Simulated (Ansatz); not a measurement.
## Ansatz (development build ahead of 0.2.0) run

```yaml
crystal:
  periodic: [false, false, false]
  atoms:
    - { symbol: C, position_ang: [0.0, 0.0, 0.0] }
    - { symbol: P, position_ang: [0.0, 0.0, 1.562] }
basis:
  gaussian: { orbitals: def2-SVP }
magnetization:
  initial_magnetization: 1
hamiltonian:
  xc: hf
correlation:
  method: mp2
  frozen_orbitals: { C: 1, P: 5 }
```

The input is written out in the form of the current development build from the run's settings. Correlation on restricted open-shell orbitals is semicanonical, with singles.

The run gave:

```json
{
  "Converged": "yes",
  "Reference energy": "-378.31050 hartree",
  "Correlation energy": "-0.22670 hartree",
  "Total energy": "-378.53721 hartree",
  "Spin squared of the determinant": "0.750",
  "Stability test": "minimum among restricted orbitals",
  "Occupied orbitals by symmetry in an Abelian subgroup (alpha; beta)": "7 A1 2 B1 2 B2; 6 A1 2 B1 2 B2"
}
```

Messages of the program:
```
mean field -10294.35323995 eV, -378.3105038051 hartree, gradient 2.6e-6 eV, S^2 0.750000; 7 other ends of a descent, 0 dependent functions left out
with unlike orbitals of the spins -10295.24227745 eV, -378.3431753305 hartree, S^2 1.6372
```

Caution: an unrestricted determinant lies well below.
